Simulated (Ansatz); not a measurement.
Cost and result for the atomization energy of CH5SSi, SMILES `C[SiH2][S]` radical (8 atoms, 7 bonds).

Charge 0, multiplicity 2. The geometry is a stationary point of PBE0-D4/def2-TZVP. Program: Ansatz. All runs use 2 threads of a server CPU on a shared host. Times are those of one run each, without the atoms' runs, and a repeat can differ threefold. Electronic energies, without spin–orbit coupling; frozen cores. CCSD(T)/CBS adds CCSD(T) − MP2 in def2-TZVPP to the MP2 limit, and its time is that of the two runs behind it. T1 = 0.013; ⟨S²⟩ of the reference is 0.76. HSE06 is the plane-wave form, built on full-range PBE exchange.

CCSD(T)/CBS is a level of theory with its own doubt, some kJ/mol a heavy atom from the limit and from the frozen cores, so smaller differences don't rank the functionals.

```csv
level,functions,wall time,atomization (kcal/mol),difference from CCSD(T)/CBS,per bond
LDA (SPW92)/def2-TZVPP,185,6.5 s,691.4,73.0,10.4
CCSD(T)/def2-SVP,75,6.5 s,579.4,-39.0,-5.6
BLYP-D4/def2-TZVPP,185,12 s,613.7,-4.7,-0.7
BHLYP-D4/def2-TZVPP,185,15 s,610.1,-8.3,-1.2
HSE06-D4/def2-TZVPP,185,16 s,618.4,0.0,0.0
CAM-B3LYP-D4/def2-TZVPP,185,16 s,620.5,2.1,0.3
PBE-QIDH/def2-TZVPP,185,17 s,614.4,-4.0,-0.6
B2PLYP/def2-TZVPP,185,18 s,610.8,-7.6,-1.1
r2SCAN-D4/def2-TZVPP (with forces),185,27 s,622.2,3.8,0.6
r2SCANh-D4/def2-TZVPP,185,27 s,620.2,1.8,0.3
MP2/def2-QZVPP,347,72 s,611.9,-6.5,-0.9
CCSD(T)/def2-TZVPP,185,120 s,602.9,-15.5,-2.2
CCSD(T)/CBS(def2),–,3.1 min,618.4,0.0,0.0
```

In def2-TZVPP, CCSD(T) changes the Hartree–Fock value by +131.3 kcal/mol (the triples alone add +6.3 kcal/mol) and MP2 by +131.1 kcal/mol; breaking electron pairs costs correlation energy, which Hartree–Fock lacks. From r2SCAN to r2SCAN0 (25 % exact exchange), in def2-TZVPP and without D4, the atomization energy moves by −5.1 kcal/mol: exact exchange takes away binding that semilocal exchange gives to molecules. Leaving LDA and LC-ωPBE aside and taking each functional with its dispersion term where it has one, the values, not all of them listed here, spread over 14.4 kcal/mol, from BHLYP-D4 to B97M-V. LDA lies +72.8 kcal/mol from PBE without D4, its usual overbinding.
